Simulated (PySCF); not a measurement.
H₆Si₂, SMILES [SiH3][SiH3]. Atoms are numbered in the order given.

```xyz
8

Si     0.0000     0.0000    -1.1718
Si     0.0000     0.0000     1.1718
H     -1.2043    -0.6953    -1.6881
H      1.2043    -0.6953    -1.6881
H      0.0000     1.3906    -1.6881
H     -1.2043     0.6953     1.6881
H      1.2043     0.6953     1.6881
H      0.0000    -1.3906     1.6881
```
Charge 0, spin multiplicity 1.

Geometry: TPSSh-D3(BJ)/def2-TZVP.

Two levels are set side by side: PBE/pcJ-1 (PySCF) and PBE0/pcJ-1 (PySCF). One-bond couplings, all four terms, same geometry. Isotopes: 1H, 29Si. Differences are taken from unrounded values.

```csv
quantity,PBE0,PBE,PBE minus PBE0
"¹J(Si1,Si2) (Hz)",71.6,54.5,-17.2
"¹J(Si1,H3) (Hz)",-195.7,-188.4,7.4
"¹J(Si1,H4) (Hz)",-195.7,-188.4,7.4
"¹J(Si1,H5) (Hz)",-195.7,-188.4,7.4
"¹J(Si2,H6) (Hz)",-195.7,-188.4,7.4
"¹J(Si2,H7) (Hz)",-195.7,-188.4,7.4
"¹J(Si2,H8) (Hz)",-195.7,-188.4,7.4
```

Rough cost on one machine, each run with all the roots and properties that it gave: PBE0 against PBE within a factor of 2.
